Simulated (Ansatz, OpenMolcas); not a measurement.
**C3H6F2 (SMILES FCCCF): the vertical energy of the triplet above the singlet, rung by rung**

C3H6F2: 11 atoms, total charge 0, spin state singlet. As SMILES, `FCCCF`. The coordinates come from a PBE0-D4/def2-TZVP relaxation. This is one conformer, not always the lowest.

```xyz
11

F    -1.9644    1.4327   -0.1071
C    -0.7153    1.0007    0.3006
C    -0.3750   -0.2988   -0.3878
C     0.9675   -0.8382    0.0347
F     1.9756    0.0402   -0.3312
H    -0.7445    0.8753    1.3886
H     0.0080    1.7818    0.0541
H    -0.3882   -0.1543   -1.4716
H    -1.1381   -1.0462   -0.1471
H     1.0262   -0.9681    1.1208
H     1.1734   -1.7980   -0.4459
```

Quantity: the vertical energy of the triplet above the singlet, in eV. The values are calculated.

```tsv
level	kind	program	value (eV)	less CCSD(T)/cc-pVDZ	CPU time (all runs)
SVWN5/cc-pVDZ	LDA	Ansatz	8.17	-2.06	21 s
BLYP/cc-pVDZ	GGA	OpenMolcas	8.26	-1.97	4.6 min
revPBE/cc-pVDZ	GGA	Ansatz	8.32	-1.91	37 s
r2SCAN/cc-pVDZ	meta-GGA	Ansatz	8.73	-1.50	75 s
M06-2X/cc-pVDZ	hybrid meta-GGA	OpenMolcas	9.77	-0.46	7.1 min
CAM-B3LYP/cc-pVDZ	range-separated hybrid	Ansatz	9.57	-0.66	82 s
HSE06/cc-pVDZ	range-separated hybrid	Ansatz	9.18	-1.05	68 s
CCSD(T)/cc-pVDZ	coupled cluster or CI	Ansatz	10.23	0.00	7.5 min
```

CCSD(T)/cc-pVDZ is the highest level here, not the true value. The values span 8.17 to 10.23 eV. A triplet this far above the singlet is often a Rydberg-like or dissociative state; sets without diffuse functions put Rydberg states too high. CPU times are rough (shared hosts, several kinds of processor): they show what a rung costs within a factor of a few.
